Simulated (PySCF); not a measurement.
SCF from a fresh guess for singlet SO2F2, at the PBE0 minimum. PySCF input:

```python
from pyscf import gto, scf, dft
mol = gto.M(atom='''
S     -0.136151    -0.138449    -0.004004
O      0.070986    -1.225576    -0.900236
O     -1.252119     0.024514     0.865503
F      0.047830     1.200339    -0.813964
F      1.175316     0.043443     0.849932''',
    basis={'S': 'def2-SVP', 'O': 'def2-SVP', 'F': 'def2-SVP'},
    charge=0, spin=0)
mf = dft.RKS(mol, xc='PBE0')
mf.grids.atom_grid = (50, 194)
aux = {'S': 'def2-universal-JKFIT', 'O': 'def2-universal-JKFIT', 'F': 'def2-universal-JKFIT'}
mf = mf.density_fit(auxbasis=aux)
mf.conv_tol = 1e-08
mf.diis_space = 10
mf.max_cycle = 60
mf.init_guess = 'minao'
mf.verbose = 4
mf.kernel()
```

Excerpt of the output (cycles and frontier levels):

```
init E= -748.649029219743
  HOMO = -0.439639926902687  LUMO = -0.0350332677017824  gap/eV = 11.00991
cycle= 1 E= -747.072859060367  delta_E= 1.58  |g|= 1.25  |ddm|= 2.96
  HOMO = -0.300088691589495  LUMO = -0.0641293060433941  gap/eV = 6.42078
cycle= 2 E= -746.464171392763  delta_E= 0.609  |g|= 2.21  |ddm|= 2.69
  HOMO = -0.396784551329778  LUMO = -0.00394291269738334  gap/eV = 10.68977
cycle= 3 E= -747.353848684561  delta_E= -0.89  |g|= 0.252  |ddm|= 1.84
  HOMO = -0.383126581781061  LUMO = -0.0118562391015375  gap/eV = 10.10278
cycle= 4 E= -747.36371235746  delta_E= -0.00986  |g|= 0.0847  |ddm|= 0.233
  HOMO = -0.388863754179502  LUMO = -0.0115769973074791  gap/eV = 10.26650
cycle= 5 E= -747.364902952048  delta_E= -0.00119  |g|= 0.00595  |ddm|= 0.0538
  HOMO = -0.387663004252117  LUMO = -0.00965007275171681  gap/eV = 10.28626
cycle= 6 E= -747.364910242513  delta_E= -7.29e-06  |g|= 0.00154  |ddm|= 0.00717
  HOMO = -0.387968174219086  LUMO = -0.00984025221417495  gap/eV = 10.28938
cycle= 7 E= -747.364910685427  delta_E= -4.43e-07  |g|= 0.000145  |ddm|= 0.00124
  HOMO = -0.38795960127688  LUMO = -0.00982481380136546  gap/eV = 10.28957
cycle= 8 E= -747.36491068969  delta_E= -4.26e-09  |g|= 3.23e-05  |ddm|= 0.000142
  HOMO = -0.387957760160155  LUMO = -0.00983193281461903  gap/eV = 10.28933
Extra cycle  E= -747.364910689465  delta_E= 2.25e-10  |g|= 5.02e-05  |ddm|= 6.45e-05
converged SCF energy = -747.364910689465
```

No lower solution of this spin was found by a stability analysis within the restricted form, which does not test spin polarisation.

The search for the lowest solution, with the stability check, took 4.3 s on 2 threads of a shared Arm Neoverse N1 host, with 74 basis functions; the process peaked at 0.33 GiB.
